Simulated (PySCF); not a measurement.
# Fractional electron number in Ne (neon, neutral)

The 2p beta orbital of [Ne] is emptied in steps (occupation f), with all orbitals relaxed, ending at [He] 2s2 2p5. Calculation: PySCF 2.14, in def2-SVP (3s2p1d, 14 functions); no relativity, point nucleus. The exact energy is a straight line in f; departures are measured from the line between the end points of the same method.

```json
{"f": "1", "UHF (eV)": "0.000", "LDA (eV)": "0.000", "PBE (eV)": "0.000", "PBE0 (eV)": "0.000", "r2SCAN (eV)": "0.000", "LC-wPBE (eV)": "0.000", "BHandHLYP (eV)": "0.000", "wB97X (eV)": "0.000", "MN15 (eV)": "0.000", "CAM-B3LYP (eV)": "0.000"}
{"f": "0.75", "UHF (eV)": "0.546", "LDA (eV)": "-1.781", "PBE (eV)": "-1.712", "PBE0 (eV)": "-1.146", "r2SCAN (eV)": "-1.517", "LC-wPBE (eV)": "-0.691", "BHandHLYP (eV)": "-0.597", "wB97X (eV)": "-0.676", "MN15 (eV)": "-0.990", "CAM-B3LYP (eV)": "-0.899"}
{"f": "0.5", "UHF (eV)": "0.703", "LDA (eV)": "-2.377", "PBE (eV)": "-2.272", "PBE0 (eV)": "-1.517", "r2SCAN (eV)": "-1.984", "LC-wPBE (eV)": "-0.908", "BHandHLYP (eV)": "-0.796", "wB97X (eV)": "-0.883", "MN15 (eV)": "-1.301", "CAM-B3LYP (eV)": "-1.194"}
{"f": "0.25", "UHF (eV)": "0.510", "LDA (eV)": "-1.782", "PBE (eV)": "-1.691", "PBE0 (eV)": "-1.127", "r2SCAN (eV)": "-1.459", "LC-wPBE (eV)": "-0.666", "BHandHLYP (eV)": "-0.598", "wB97X (eV)": "-0.641", "MN15 (eV)": "-0.958", "CAM-B3LYP (eV)": "-0.891"}
{"f": "0", "UHF (eV)": "0.000", "LDA (eV)": "0.000", "PBE (eV)": "0.000", "PBE0 (eV)": "0.000", "r2SCAN (eV)": "0.000", "LC-wPBE (eV)": "0.000", "BHandHLYP (eV)": "0.000", "wB97X (eV)": "0.000", "MN15 (eV)": "0.000", "CAM-B3LYP (eV)": "0.000"}
```

Problem. For BHandHLYP, how does the orbital energy at f = 1 compare with the removal energy?

Solution. −ε = 17.989 eV against a total-energy difference of 21.168 eV. By Janak's theorem ε = ∂E/∂f, so the gap between them reflects the curvature. Along the path −ε is 19.575 (f = 0.75), 21.165 (f = 0.5), 22.759 (f = 0.25) eV.

```
   method  E(f=0) − E(f=1) (eV)  −ε at f=1 (eV)  −ε at f=0.5 (eV)
      UHF                19.813          22.827            19.718
      LDA                21.873          12.387            21.870
      PBE                21.333          12.179            21.387
     PBE0                21.293          15.148            21.345
   r2SCAN                21.357          13.141            21.520
  LC-wPBE                21.473          17.751            21.540
BHandHLYP                21.168          17.989            21.165
    wB97X                21.361          17.707            21.451
     MN15                21.405          16.067            21.487
CAM-B3LYP                21.446          16.635            21.469
```

Reference removal energy between the ground levels: 21.565 eV (measured; NIST Atomic Spectra Database, ionization energies). The calculation has no spin-orbit coupling. UHF lacks correlation.
